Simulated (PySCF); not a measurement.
Adding and removing an electron: CO

RHF-MP2; C def2-TZVPPD, O def2-TZVPPD; no relativity (PySCF 2.14). Neutral (RHF): singlet (closed shell), Re = 1.138 Å, ωe = 2117 cm⁻¹, De = 11.51 eV.

CO⁺ (UHF): doublet (π ↑), Re = 1.241 Å, ωe = 1621 cm⁻¹, De = 5.82 eV to C⁺ + O. The energies at the minima are -113.14029 hartree for CO and -112.51793 for CO⁺.

(1) Work out the adiabatic ionisation energy, without and with harmonic zero-point energies (1 hartree = 27.2114 eV, 1 eV = 8065.5 cm⁻¹), and the change of the bond length.

Correlated steps freeze 2 core orbitals. For an ion De counts to the pair picked by the measured ionisation energies or electron affinities, which need not be the lowest pair at this level. Where the molecule has an RHF reference, its open-shell atoms are computed with UHF. States were picked by a PBE0 search and need not be the measured ground states.

Neutral and ion stand on different kinds of reference determinant, which adds to the error of the difference.

## Answers

(1) At MP2: 0.62236 hartree = 16.935 eV between the minima; the zero-point term (1621.0 − 2117.0)/2 cm⁻¹ = -0.031 eV makes it 16.905 eV. Re changes by +10.3 pm against the neutral. The electron leaves a π orbital, and the longer bond of the ion fits a bonding orbital, or a change in how ionic the bond is.
